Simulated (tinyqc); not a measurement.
Hueckel theory of the pi electrons, for the molecule [CH2]C=C (SMILES; centres numbered as the heavy atoms are written), step by step. One step of it, computed by the program tinyqc.

Question. Energy, charges, bond orders. E = sum n x; q_r = z_r - P_rr; bond order p = P_rs; free valence = sqrt(3) - sum of p over the bonds of the atom.

x values: [1.414214, 0.000000, -1.414214]

occupations: [2.000000, 1.000000, 0.000000]

charge and bond-order matrix P, order 1C, 2C, 3C:
$$\begin{pmatrix}
1.000000 & 0.707107 & 0.000000 \\
0.707107 & 1.000000 & 0.707107 \\
0.000000 & 0.707107 & 1.000000
\end{pmatrix}$$

Centres:
```
centre  z_r, pi electrons of the neutral centre         h
1C                                            1  0.000000
2C                                            1  0.000000
3C                                            1  0.000000
```

Bonds:
```
i  j  k
1  2  1
2  3  1
```

Give: pi energy = 3 alpha + this times beta; pi charges; Bond orders and lengths from R = 1.517 - 0.180 p; free valence of the carbons; gap between the highest filled and the next level.

Answer.

pi energy = 3 alpha + this times beta = 2.828

pi charges: 1C 0.000, 2C 0.000, 3C 0.000

Bond orders and lengths from R = 1.517 - 0.180 p (angstrom, C-C alone):
```
bond      p      R
1-2   0.707  1.390
2-3   0.707  1.390
```

free valence of the carbons: 1C 1.025, 2C 0.318, 3C 1.025

gap between the highest filled and the next level = 1.414 |beta|
